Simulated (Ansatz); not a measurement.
Geometry optimisation, RKS PBE-D4/def2-TZVP in Ansatz 0.2.0.

The input (input.yaml):

```yaml
crystal:
  periodic: [false, false, false]
  atoms:
    - { symbol: "N", position_ang: [-0.9676, 0.3592, -0.8948] }
    - { symbol: Al, position_ang: [0.2754, 0.0803, 0.4601] }
    - { symbol: O, position_ang: [1.309, -1.4087, 0.3708] }
    - { symbol: H, position_ang: [-1.6256, -0.3736, -0.8699] }
    - { symbol: H, position_ang: [-1.5307, 1.2634, -0.6539] }
    - { symbol: H, position_ang: [0.4368, 1.131, 1.6678] }
    - { symbol: H, position_ang: [2.1639, -1.1196, -0.1259] }
basis:
  gaussian: { orbitals: def2-TZVP }
hamiltonian:
  xc: pbe
  dispersion: d4
relax:
  f_tol: 0.015
  max_steps: 40
```

Run as:

```bash
$ ansatz run input.yaml --threads 2 --pin off --max-ram 3072MiB --backend cpu --events-out ev --progress --plain --runs-dir out
```

Task: Where does it end, and by what steps?

Result: The forces met the threshold. After 9 steps the energy has fallen by 0.735 eV; H7 moved furthest, 0.62 Å.

| step | energy less start (eV) | largest force component (eV/Å) | accepted |
| --- | --- | --- | --- |
| 0 | 0.0000 | 3.025 | yes |
| 1 | -0.3191 | 1.341 | yes |
| 2 | -0.4335 | 1.858 | yes |
| 3 | -0.6074 | 0.500 | yes |
| 4 | -0.6889 | 0.237 | yes |
| 5 | -0.7262 | 0.225 | yes |
| 6 | -0.7261 | 0.223 | no |
| 7 | -0.7322 | 0.057 | yes |
| 8 | -0.7346 | 0.020 | yes |
| 9 | -0.7347 | 0.003 | yes |

```xyz
7
Properties=species:S:1:pos:R:3
N -1.157 0.347 -0.572
Al 0.335 0.149 0.366
O 1.312 -1.205 -0.031
H -1.468 -0.273 -1.314
H -1.820 1.103 -0.438
H 0.720 1.185 1.506
H 2.140 -1.374 0.438
```

Time of the run: 15 s on 2 threads of Arm Neoverse V1 (shared host), peak memory 0.17 GiB.
